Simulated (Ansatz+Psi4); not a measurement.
A calculation with Psi4 1.11.

```
molecule {
1 2
C 0.000000 0.431410 -0.002790
H 0.006570 1.054560 0.884200
H 0.009910 1.050390 -0.870870
C 1.278370 -0.439060 0.009560
H 1.272710 -1.064040 0.885290
H 1.265720 -1.057040 -0.881590
C 2.530830 0.438510 -0.007680
H 2.530460 1.069870 0.870000
H 2.534780 1.066370 -0.887390
H -0.888330 -0.200270 -0.001150
H 3.437740 -0.206770 0.005660
}

set basis cc-pVTZ
set reference uhf
set scf_type pk
energy('scf')
```

The input is written out from the run's settings.

Output:

```
Converged                       : yes
Total energy                    : -117.86750 hartree
Spin squared of the determinant : 0.767
```

This is not the lowest solution: another run reaches a determinant 0.97 eV lower.
